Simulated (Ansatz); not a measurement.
**Worked example: SnH$_{2}$, singlet against SnH2, triplet**

Geometry (PBE0/def2-TZVP stationary point of a triplet), kept for both states (SnH2, triplet: B1; SnH2, singlet: A1):

```yaml
atoms:
  - { symbol: Sn, position_ang: [0.0000, -0.0144, 0.0000] }
  - { symbol: H, position_ang: [0.0000, 0.8475, -1.4828] }
  - { symbol: H, position_ang: [0.0000, 0.8475, 1.4828] }
```

Basis def2-SVP with its core potentials; Ansatz 0.2.0. Correlated methods freeze the noble-gas cores and the filled d shells of p-block atoms. Prefix R: restricted or restricted open-shell reference. No spin–orbit coupling is included; scalar relativity enters through the core potentials alone.

Full CI is exact within this basis and frozen core; it isn't the basis-set limit.

| level | E(SnH2, triplet) (hartree) | E(SnH2, singlet) (hartree) |
| --- | --- | --- |
| RCCSD(T) | -214.529624 | -214.550703 |
| PBE | -215.395428 | -215.419780 |
| full CI | -214.530187 | -214.551306 |

Problem. Give the vertical gap, SnH2 singlet less SnH2 triplet, at each level in eV (1 hartree = 27.2114 eV), and each error against full CI.

Solution. full CI: (-214.551306 − (-214.530187)) × 27.2114 = -0.575 eV (the reference)
PBE: (-215.419780 − (-215.395428)) × 27.2114 = -0.663 eV, error -0.088 eV
RCCSD(T): (-214.550703 − (-214.529624)) × 27.2114 = -0.574 eV, error 0.001 eV

Total energies of functionals can't be set beside those of wave-function methods, since they hold the core's correlation and their own absolute errors; only the differences compare.

In so small a basis the reference is far from its limit while semilocal and hybrid functionals are nearer theirs, so the functionals' errors here hold much of the reference's basis and frozen-core error, which can add to them or hide them.

Each level lands on the state that its own search finds. T1 diagnostics of restricted CCSD: 0.018 and 0.014.
